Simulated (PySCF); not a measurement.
O2, SMILES O=O (connectivity only; charge and spin as stated), charge +1, multiplicity 2. Atoms are numbered in the order given.

```xyz
2

O      0.0000     0.0000    -0.5529
O      0.0000     0.0000     0.5529
```
Charge +1, spin multiplicity 2.

Geometry optimised at B3LYP-D3(BJ)/def2-TZVPD.

All values below come from PBE/def2-TZVPD (PySCF).

The molecule is in vacuum.

| Item | Value |
|---|---|
| total energy | -149.80015 hartree |
| point group | D∞h |
| α spin, highest occupied and lowest empty level | -17.91 and -17.64 eV |
| β spin, highest occupied and lowest empty level | -25.03 and -17.19 eV |
| dipole moment about the centre of nuclear charge | 0.00 D |
| mean static polarisability | 6.5 bohr³ (0.96 Å³) |
| polarisability, principal values | 5.1, 5.1, 9.3 bohr³ |
| ⟨S²⟩ | 0.751 (pure state 0.75) |
